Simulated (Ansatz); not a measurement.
Relaxation of CH8AlP (11 atoms, charge 0, multiplicity 1), to a largest force component of 0.03 eV/Å in at most 50 steps.

Level of theory: RKS PBE-D4/def2-SVP in Ansatz 0.2.0.

```xyz
11
Properties=species:S:1:pos:R:3
Al -0.008 0.199 0.043
H -0.086 0.280 1.611
H 1.435 0.286 -0.653
C -1.676 0.055 -0.996
H -2.266 -0.828 -0.668
H -2.328 0.939 -0.821
H -1.514 -0.027 -2.090
P 0.212 -3.001 1.379
H -0.677 -3.060 0.244
H 1.384 -2.835 0.552
H 0.037 -1.586 1.571
```

**Question.** Where does it end, and by what steps?

**Answer.** The forces met the threshold. After 10 steps the energy has fallen by 0.126 eV; H7 moved furthest, 0.76 Å.

| step | energy less start (eV) | largest force component (eV/Å) | accepted |
| --- | --- | --- | --- |
| 0 | 0.0000 | 0.458 | yes |
| 1 | -0.0565 | 0.098 | yes |
| 2 | -0.0756 | 0.256 | yes |
| 3 | -0.0942 | 0.356 | yes |
| 4 | -0.1101 | 0.157 | yes |
| 5 | -0.1171 | 0.130 | yes |
| 6 | -0.1207 | 0.129 | yes |
| 7 | -0.1234 | 0.119 | yes |
| 8 | -0.1249 | 0.073 | yes |
| 9 | -0.1256 | 0.037 | yes |
| 10 | -0.1258 | 0.009 | yes |

```xyz
11
Properties=species:S:1:pos:R:3
Al -0.033 0.125 0.213
H -0.155 0.625 1.739
H 1.424 0.096 -0.462
C -1.662 -0.086 -0.876
H -2.511 -0.506 -0.298
H -1.994 0.914 -1.238
H -1.506 -0.714 -1.777
P 0.230 -3.009 1.017
H -0.634 -2.769 -0.109
H 1.399 -2.531 0.327
H -0.046 -1.722 1.634
```

Whether the end is a true minimum wasn't checked by a vibrational analysis.

The run took 18 s on 2 threads of Arm Neoverse V1 (shared host), peak memory 0.13 GiB.
